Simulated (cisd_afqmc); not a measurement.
Input (AFQMC/CISD/def2-SVP; cisd_afqmc is a phaseless AFQMC code with CISD trial states that reads the integrals written by Ansatz):

Ansatz 0.2 input:
```python
import cisd_afqmc

open("ham.yaml", "w").write("""\
crystal:
  periodic: [false, false, false]
  atoms:
    - {symbol: Li, position_ang: [-0.00000000, -0.00000000, -1.52942300]}
    - {symbol: F, position_ang: [0.00000000, 0.00000000, 0.50980767]}
basis:
  gaussian:
    orbitals: def2-SVP
total_charge: 1
magnetization: {spin_polarized: true, initial_magnetization: 1}
correlation: {method: ccsd, electrons: outside_noble_gas, hamiltonian_folder: ham}
""")
rep = cisd_afqmc.ansatz("ham.yaml")
e_ccsd = rep["correlation"]["coupled_cluster"]["energy"]["hartree"]
out = cisd_afqmc.run("ham", e_ccsd, trial="CISD", walkers=200, populations=8, threads=8, dt=0.005, steps=40, early=24, settle=10, least=32,
    cut=5e-5, rank_cut=2e-4, target=0.0004, seconds=1500, seed=1, memory=17280, gpu=False)
```

Output:

```
orbitals 21, occupied [4, 3], factors 90 of 255, rank of the doubles 64 of 122
E(HF) = -106.527870
E(CCSD) on the cut factors = -106.679579, shift to the whole factors 0.000002
Energy of the trial state on the determinant = -106.679500
  tau behind 7.2 of longer steps, mean of the populations' last blocks
   2.0  -106.68021
   4.0  -106.68111
   6.0  -106.68105
   8.0  -106.68102
blocks 355 (5 outliers left out), error by blocks joined: 1: 0.00005, 2: 0.00006, 4: 0.00006, 8: 0.00007, 16: 0.00006
E(AFQMC/CISD) = -106.68093 +/- 0.00007
```
